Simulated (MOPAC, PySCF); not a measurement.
F4Si, SMILES `F[Si](F)(F)F`, neutral singlet in the gas phase. 

Cartesian coordinates (Å):
SMILES: F[Si](F)(F)F
```xyz
5

F      1.1604    -0.8608     0.6400
Si     0.0000     0.0000     0.0000
F     -1.0495    -0.9598    -0.6888
F     -0.7171     0.8403     1.1299
F      0.6062     0.9803    -1.0811
```
Charge 0, spin multiplicity 1.

All levels are single points at this geometry (PBE-D3(BJ)/def2-TZVP); Pople sets use spherical d functions. Orbital energies aren't observables, and empty levels follow the basis.

PM7 in MOPAC gives dipole (D) = 0.00.

**Question.** Estimate the dipole (D) from each of these levels: PBE-D3(BJ)/def2-TZVP in PySCF; BP86/6-31G* in PySCF; M06-2X/6-31G* in PySCF; PBE/6-31G* in PySCF; HF/6-31G* in PySCF; HF/STO-3G in PySCF; AM1 in MOPAC; PM3 in MOPAC.

**Answer.** 
```
level                          dipole (D)
-----------------------------  ----------
PBE-D3(BJ)/def2-TZVP in PySCF        0.00
BP86/6-31G* in PySCF                 0.00
M06-2X/6-31G* in PySCF               0.00
PBE/6-31G* in PySCF                  0.00
HF/6-31G* in PySCF                   0.00
HF/STO-3G in PySCF                   0.00
AM1 in MOPAC                         0.00
PM3 in MOPAC                         0.00
```
